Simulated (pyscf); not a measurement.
Structures and frequencies: ωB97X-D3(BJ)/def2-SVP in PySCF.

Problem. What is the homolytic dissociation enthalpy (298 K, ωB97M-D3(BJ)/def2-TZVP) of the C–H bond of `[F][CH]([F])[SiH]([O][SiH3])[O][SiH3]`, to F–C•(F)–SiH(O–SiH₃)–O–SiH₃ + H•?

Solution. C–H to F–C•(F)–SiH(O–SiH₃)–O–SiH₃ + H•: 3.94 eV. The 7 functionals that were run give +3.71 (r²SCAN) to +3.94 eV (ωB97M-D3(BJ)). Other isomers of F–C•(F)–SiH(O–SiH₃)–O–SiH₃ were not searched in full and may lie lower.
